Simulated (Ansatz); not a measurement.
```yaml
crystal:
  periodic: [false, false, false]
  atoms:
    - {symbol: In, position_ang: [-0.180795, -0.317130, 0.229355]}
    - {symbol: N, position_ang: [1.285405, 1.069943, -0.893890]}
    - {symbol: N, position_ang: [0.264264, 1.649423, -0.897580]}
    - {symbol: H, position_ang: [-0.939789, -1.663910, -1.231736]}
basis:
  gaussian: {orbitals: def2-TZVP}
magnetization: {spin_polarized: true, initial_magnetization: 2}
hamiltonian: {xc: pbe0}
relax: {f_tol: 0.004, max_steps: 80}
```

```sh
$ ansatz run in.yaml --threads 1 --pin off --events-out ev --progress --plain --max-ram 2176MiB
```

Steps of the relaxation (energy above the last step; positions in Å, forces in eV/Å):

```
4
step 1, 479.5 meV
In   -0.181   -0.317    0.229   -0.817   -1.443   -0.491
N     1.285    1.070   -0.894   -1.959    1.530   -0.212
N     0.264    1.649   -0.898    2.319   -0.898   -0.196
H    -0.940   -1.664   -1.232    0.457    0.811    0.900
```

```
4
step 2, 49.8 meV
In   -0.253   -0.445    0.133   -0.142   -0.248    0.170
N     1.274    1.072   -0.905   -1.139    0.782   -0.082
N     0.272    1.640   -0.908    1.256   -0.577   -0.074
H    -0.863   -1.529   -1.114    0.024    0.043   -0.013
```

```
4
step 3, 18.7 meV
In   -0.269   -0.474    0.171   -0.096   -0.168    0.173
N     1.266    1.078   -0.918    0.008    0.114   -0.063
N     0.281    1.637   -0.921    0.094    0.066   -0.063
H    -0.849   -1.503   -1.125   -0.007   -0.012   -0.048
```

```
4
step 5, 0.1 meV
In   -0.321   -0.564    0.254    0.012    0.022    0.038
N     1.281    1.121   -0.951    0.032   -0.017   -0.001
N     0.311    1.672   -0.954   -0.031    0.019   -0.001
H    -0.842   -1.491   -1.143   -0.014   -0.024   -0.037
```

```
4
step 8, 0.0 meV
In   -0.321   -0.564    0.256    0.000    0.000    0.000
N     1.282    1.123   -0.951    0.000    0.000    0.000
N     0.312    1.673   -0.954    0.000    0.000    0.000
H    -0.844   -1.494   -1.145    0.000    0.000    0.000
```

Close pairs at the end: N2–N3 1.116 Å, In1–H4 1.761 Å, In1–N3 2.621 Å, In1–N2 2.621 Å.

A stationary point of unrestricted PBE0 after 8 steps, with ⟨S²⟩ = 2.007 against 2.00 for a pure state; no frequencies were run, so it isn't proven a minimum. 39 s on 1 thread of Arm Neoverse V2, shared host.
